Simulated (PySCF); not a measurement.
# BF (SMILES [B]F) at 5 levels

Aim: a comparison of 5 runs (HF/3-21G, HF/6-31G**, B3LYP/6-31G*, PBE0/def2-SVP, B2PLYP/cc-pVTZ) of BF. The job is set up through a Python script.

Program for the calculation: PySCF 2.14.0.

## 1. Starting point

BF: 2 atoms, total charge 0, spin state singlet. SMILES: `[B]F`. Geometry: relaxed at PBE0-D4/def2-TZVP.

Bond lengths: B1–F2 1.263 Å.

## 2. Energy and gradient at HF/3-21G (run 1)

File input.py:

```python
# 13768-60-0
from pyscf import gto, scf

mol = gto.M(
    atom='B 0.000000 -0.000000 -0.009350; F -0.000000 0.000000 1.253740',
    verbose=4,
    max_memory=1860,
    basis='3-21g',
    charge=0,
)

myscf = scf.RHF(mol)
myscf.conv_tol = 1e-10
myscf.kernel()
if not myscf.converged:
    myscf = myscf.newton().run(myscf.mo_coeff, myscf.mo_occ)

etot = myscf.e_tot
print(f'total energy: {etot:.8f} hartree')
grad = myscf.nuc_grad_method().kernel()
dip = myscf.dip_moment()
pop, q = myscf.mulliken_pop()
```

The run is started by

```bash
OMP_NUM_THREADS=1 python input.py
```

The program printed:

```text
PySCF version 2.14.0

[... 52 lines left out ...]
converged SCF energy = -123.431826647951
total energy: -123.43182665 hartree
[... 8 lines left out ...]
Dipole moment(X, Y, Z, Debye): -0.00000, -0.00000,  0.78138
[... 21 lines left out ...]
charge of    1F =     -0.35121
```

It took 2.4 s on 1 thread of Intel Xeon at 2.50GHz (Skylake/Cascade Lake), shared host; peak memory 0.12 GiB.

## 3. Energy and forces at HF/6-31G(d,p) (spherical functions) (run 2)

File job.py:

```python
from pyscf import gto, scf

mol = gto.M(
    atom='''
B      0.000000     0.000000    -0.009350
F      0.000000     0.000000     1.253740
''',
    verbose=4,
    charge=0,
    max_memory=1860,
    basis='6-31g**',
)

mf = scf.RHF(mol)
mf.conv_tol = 1e-10
mf.kernel()
if not mf.converged:
    mf = mf.newton().run(mf.mo_coeff, mf.mo_occ)

e_final = mf.e_tot
print(f'total energy: {e_final:.8f} hartree')
grad = mf.nuc_grad_method().kernel()
dip = mf.dip_moment()
pop, q = mf.mulliken_pop()
```

The run is started by

```bash
OMP_NUM_THREADS=1 python job.py
```

The program printed:

```text
PySCF version 2.14.0

[... 54 lines left out ...]
converged SCF energy = -124.101230791343
total energy: -124.10123079 hartree
[... 8 lines left out ...]
Dipole moment(X, Y, Z, Debye): -0.00000,  0.00000,  0.86874
[... 31 lines left out ...]
charge of    1F =     -0.26022
```

It took 3.6 s on 1 thread of Intel Xeon at 2.50GHz (Skylake/Cascade Lake), shared host; peak memory 0.12 GiB.

Runs 3 to 4 aren't shown in full; the table further down has their settings and results.

## 4. The energy at B2PLYP/cc-pVTZ (run 5)

File calc.py:

```python
from pyscf import gto, dft, mp

mol = gto.M(
    atom='B 0.000000 -0.000000 -0.009350; F -0.000000 0.000000 1.253740',
    charge=0,
    max_memory=1860,
    basis='cc-pvtz',
    verbose=4,
)

mf = dft.RKS(mol)
mf.xc = '0.53*HF + 0.47*B88, 0.73*LYP'
mf.grids.level = 5
mf.conv_tol = 1e-10
mf.kernel()
if not mf.converged:
    mf = mf.newton().run(mf.mo_coeff, mf.mo_occ)

pt = mp.MP2(mf, frozen=2).run()
etot = mf.e_tot + 0.27 * pt.e_corr
print('PT2 part  %.8f' % (0.27 * pt.e_corr))
print('E = %.10f Eh' % etot)
mf.analyze()
```

The run is started by

```bash
OMP_NUM_THREADS=1 python calc.py
```

The program printed:

```text
PySCF version 2.14.0

[... 85 lines left out ...]
DFT Exchange-Correlation Energy =      -14.278529928825414
[... 13 lines left out ...]
MO #12  energy= 0.243337123767295  occ= 0
[... 11 lines left out ...]
MO #24  energy= 1.33606301606976   occ= 0
[... 11 lines left out ...]
MO #36  energy= 2.0321807935449    occ= 0
[... 11 lines left out ...]
MO #48  energy= 6.99770144074424   occ= 0
[... 11 lines left out ...]
MO #60  energy= 11.4864051505903   occ= 0
[... 65 lines left out ...]
Dipole moment(X, Y, Z, Debye): -0.00000,  0.00000,  0.94005
```

It took 10 s on 1 thread of Intel Xeon at 2.50GHz (Skylake/Cascade Lake), shared host; peak memory 0.28 GiB.

## 5. Overview of the runs

| run | level | integration grid | task | energy (Eh) | dipole moment (D) | HOMO energy (eV) | LUMO energy (eV) | wall time |
| --- | --- | --- | --- | --- | --- | --- | --- | --- |
| 1 | HF/3-21G | – | gradient | -123.431827 | 0.78 | -10.88 | 3.24 | 2.4 s |
| 2 | HF/6-31G** (spherical functions) | – | gradient | -124.101231 | 0.87 | -10.68 | 3.61 | 3.6 s |
| 3 | B3LYP/6-31G* (spherical functions) | 5 | gradient | -124.656129 | 1.10 | -7.28 | -0.58 | 9.7 s |
| 4 | PBE0/def2-SVP | 5 | gradient | -124.427071 | 1.20 | -7.88 | -0.93 | 8 s |
| 5 | B2PLYP/cc-pVTZ | 5 | energy | -124.636553 | 0.94 | -9.13 | 0.39 | 10 s |

## 6. Results

```
                                  quantity          value
                       run 5: total energy  -124.63655 Eh
           run 5: dipole moment (SCF part)         0.94 D
  run 5: HOMO energy (SCF part's orbitals)       -9.13 eV
  run 5: LUMO energy (SCF part's orbitals)        0.39 eV
run 5: HOMO–LUMO gap (SCF part's orbitals)        9.52 eV
```

What this shows: The dipole moment (its size) runs from 0.78 D (HF/3-21G) to 1.20 D (PBE0/def2-SVP). The two ends differ in method and basis. The HOMO–LUMO gap runs from 6.70 eV (B3LYP/6-31G*) to 14.28 eV (HF/6-31G**). Totals of different functionals can't be ranked against each other. All runs together took 34 s, the longest 10 s.
